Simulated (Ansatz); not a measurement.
# How far a parabola holds: energy against volume of bcc W

bcc W was calculated with RPBE in Ansatz (plane waves, PAW). Run with plane-wave cutoff 520 eV, 24×24×24 k mesh, Fermi–Dirac smearing 0.05 eV, no spin polarisation, scalar-relativistic PAW data made under PBE. The cell has no free parameter but its volume, all volumes share cutoff and mesh, and the runs aren't spin-polarised. Energies are free energies at the run's smearing, counted from the lowest row; static lattice.

```
V (Å³/atom)  E (meV/atom)
-----------  ------------
15.354                  ?
15.680              25.70
16.007               6.21
16.334               0.00
16.660               5.76
16.987              22.33
```

### Question
Fit E against V with a parabola, and predict the withheld value at V = 15.354.

### Answer
With u = V - 16.3, the rows have u = -0.6200, -0.2930, 0.0340, 0.3600, 0.6870. Least squares gives E = 0.131 - 5.9694·u + 56.2444·u². Residuals (row less fit): 0.248, -0.499, 0.007, 0.489, -0.246; standard error 0.552 (degrees of freedom: 2). The fitted curve has its minimum at V = 16.4, where E = -0.03. Its curvature is d²E/dV² = 2 × 56.2444 meV/Å⁶, so B = V0·d²E/dV² × 0.1602 = 295 GPa. At the withheld row, u = -0.9460, so E = 0.131 - 5.9694 × (-0.9460) + 56.2444 × (-0.9460)² = 56.112 meV/atom. The calculation gives 59.89 meV/atom, 3.778 meV/atom above the prediction (6.3 % of the range of E in the table). The row lies outside the fitted rows, so this is an extrapolation. From the scatter of the fitted rows alone, a prediction at this place has a standard error of 1.304 meV/atom, so the miss is 2.9 times that.

The residuals are curvature that a parabola lacks, not noise. A solid that stiffens under compression and softens on expansion lies above the parabola at the compressed end and under it at the expanded end, as this row does. A third-order Birch-Murnaghan fit to the whole scan has B0 = 293 GPa. Only scans are tabulated whose curvature falls smoothly with volume, and where the parabola meets the shown rows within 5 % of their range and misses the end by 0.1 meV or more.

Measured, for comparison: bulk modulus 312 GPa (zero-point energy and finite temperature contributions removed, sources range from 300 to 328; as tabulated in doi:10.1021/acs.jctc.3c00612). Computed less measured: bulk modulus -6 % (-2.3 % to -11 % over the range).

Spin–orbit coupling is not included.

Ansatz is a first-principles code.
